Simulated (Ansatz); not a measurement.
# B3 (sextet): the correlation ladder, def2-TZVPP

An exercise on one series of results from a longer session: the logs are not shown, and one member is left open.

Program: Ansatz 0.2.0, Gaussian basis. Level of theory: def2-TZVPP, core rule «outside noble gas», up to 3 orbitals frozen. These are calculated values, not measurements.

The runs, in order: UHF; ROHF; CCSD(T) on UHF.

## What is computed

The geometry is a PBE0/def2-TZVP stationary point (not a proven minimum) of the parent state, kept for this charge and spin.

3 atoms, charge 0, spin multiplicity 6.

Atoms are counted from 1 here; the program's logs count them from 0.

Bond lengths: B1–B2 1.522 Å, B2–B3 1.522 Å. Angles: B1–B2–B3 180.0°.

The first run:

The input, in.yaml:

```yaml
crystal:
  periodic: [false, false, false]
  atoms:
    - {symbol: B, position_ang: [0.000000, 0.000000, 1.521500]}
    - {symbol: B, position_ang: [0.000000, 0.000000, 0.000000]}
    - {symbol: B, position_ang: [0.000000, 0.000000, -1.521500]}
basis:
  gaussian: {orbitals: def2-TZVPP}
magnetization: {spin_polarized: true, initial_magnetization: 5}
hamiltonian: {xc: hf}
output: {orbitals: {seedname: orbitals}}
```

Started as:

```console
ansatz run in.yaml --threads 1 --pin off --events-out ev --progress --plain --max-ram 3968MiB --backend cpu
```

Steps of the session up to this table: UHF; ROHF; CCSD(T) on UHF.

One of the session's tables, all rows but one given; the rest of the session is left out.

```
  method  from UCCSD(T) (meV)
    ROHF                    ?
     UHF              +5171.0
    UMP2              +1077.1
   UCCSD               +235.3
UCCSD(T)                    0
```

**Question.** Estimate the row for ROHF.

As computed: from UCCSD(T) (meV): +5228.4. In the column «from UCCSD(T) (meV)» it is the highest.
